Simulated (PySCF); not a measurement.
Energy of F⁻ (fluorine, charge -1) between two integer charges

The 2p beta orbital of [Ne] is emptied in steps (occupation f), with all orbitals relaxed, ending at [He] 2s2 2p5. Calculation: PySCF 2.14, in aug-cc-pVTZ-DK (5s4p3d2f, 46 functions); the spin-free X2C one-electron Hamiltonian (Gaussian nucleus). The exact energy is a straight line in f; departures are measured from the line between the end points of the same method.

```tsv
f	LDA (eV)	PBE (eV)	PBE0 (eV)	r2SCAN (eV)
1	0.000	0.000	0.000	0.000
0.9	-0.501	-0.476	-0.285	-0.421
0.7	-1.200	-1.134	-0.686	-0.994
0.5	-1.462	-1.375	-0.837	-1.191
0.3	-1.254	-1.173	-0.716	-1.004
0.1	-0.547	-0.508	-0.311	-0.433
0	0.000	0.000	0.000	0.000
```

**Question.** For PBE, how does the orbital energy at f = 1 compare with the removal energy?

**Answer.** −ε = -1.579 eV against a total-energy difference of 3.644 eV. By Janak's theorem ε = ∂E/∂f, so the gap between them reflects the curvature. Along the path −ε is -0.638 (f = 0.9), 1.369 (f = 0.7), 3.528 (f = 0.5), 5.803 (f = 0.3), 8.137 (f = 0.1) eV.

```tsv
method	E(f=0) − E(f=1) (eV)	−ε at f=1 (eV)	−ε at f=0.5 (eV)
LDA	4.117	-1.375	3.954
PBE	3.644	-1.579	3.528
PBE0	3.233	0.121	3.144
r2SCAN	3.304	-1.342	3.281
```

At f = 1 the orbital energy is positive for LDA, PBE, r2SCAN: only the finite basis holds the electron.

Reference removal energy between the ground levels: 3.401 eV (measured; photodetachment measurements, as compiled on the Wikipedia data page of electron affinities). The calculation has no spin-orbit coupling.
